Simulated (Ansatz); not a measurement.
```yaml
crystal:
  periodic: [false, false, false]
  atoms:
    - {symbol: N, position_ang: [0.017983, 0.000631, -0.501084]}
    - {symbol: S, position_ang: [-0.015912, 1.472504, 0.110866]}
    - {symbol: S, position_ang: [0.008057, -1.472779, 0.108018]}
basis:
  gaussian: {orbitals: def2-TZVP}
magnetization: {spin_polarized: true, initial_magnetization: 3}
hamiltonian: {xc: pbe0}
relax: {f_tol: 0.004, max_steps: 80}
```

```sh
$ ansatz run in.yaml --threads 1 --pin off --events-out ev --progress --plain --max-ram 2176MiB
```

Steps of the relaxation (energy above the last step; positions in Å, forces in eV/Å):

```
3
step 1, 41.4 meV
N     0.018    0.001   -0.501    0.018    0.001   -0.506
S    -0.016    1.473    0.111   -0.008   -0.170    0.253
S     0.008   -1.473    0.108   -0.010    0.169    0.253
```

```
3
step 2, 28.8 meV
N     0.018    0.001   -0.515    0.017    0.001   -0.471
S    -0.016    1.463    0.118   -0.008   -0.089    0.235
S     0.008   -1.464    0.115   -0.009    0.089    0.236
```

```
3
step 3, 2.1 meV
N     0.021    0.001   -0.597   -0.009    0.000    0.239
S    -0.017    1.420    0.159    0.005   -0.130   -0.120
S     0.006   -1.421    0.156    0.003    0.130   -0.119
```

```
3
step 5, 0.0 meV
N     0.021    0.001   -0.583    0.000    0.000    0.000
S    -0.017    1.424    0.152    0.000    0.000    0.000
S     0.006   -1.425    0.149    0.000    0.000    0.000
```

Close pairs at the end: N1–S3 1.602 Å, N1–S2 1.602 Å, S2–S3 2.849 Å.

A stationary point of unrestricted PBE0 after 5 steps, with ⟨S²⟩ = 3.764 against 3.75 for a pure state; no frequencies were run, so it isn't proven a minimum. 18 s on 1 thread of Intel Xeon 6975P-C, shared host.
